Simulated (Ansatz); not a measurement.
**Predicting a hybrid from its neighbours: C3H6O2 (methyl acetate)**

The species is C3H6O2 (11 atoms), meant as a singlet with charge 0. SMILES: `COC(C)=O`. The coordinates come from a PBE0-D4/def2-TZVP relaxation. This is one conformer, not always the lowest.

The electronic atomisation energy y, in eV, basis 6-31G(d); a is the functional's share of exact exchange. Programs: Ansatz 0.2.0.

| functional | program | a | y (eV) |
| --- | --- | --- | --- |
| BLYP | Ansatz | 0 | 47.23 |
| revPBE | Ansatz | 0 | 46.92 |
| B3LYP | Ansatz | 0.2 | 47.04 |
| PBE0 | Ansatz | 0.25 | ? |
| r2SCAN0 | Ansatz | 0.25 | 46.35 |
| BHLYP | Ansatz | 0.5 | 45.23 |

Task: Fit y = c + s·a to the known rows and predict PBE0.

Result: 
1. Means of the 5 rows: a = 0.1900, y = 46.554.
2. Σ(Δa)² = 0.172, Σ(Δa·Δy) = -0.6158, so the slope is -0.6158/0.172 = -3.5802.
3. Intercept: 46.554 − (-3.5802) × 0.1900 = 47.234. The largest residual of the fit is 0.52.
4. PBE0: 47.234 + (-3.5802) × 0.25 = 46.34 eV.

The run gave 47.37 eV, so the prediction is off by -1.03 eV, more than the scatter of the fit. The rows mix families of semi-local functionals, which the line can't see.
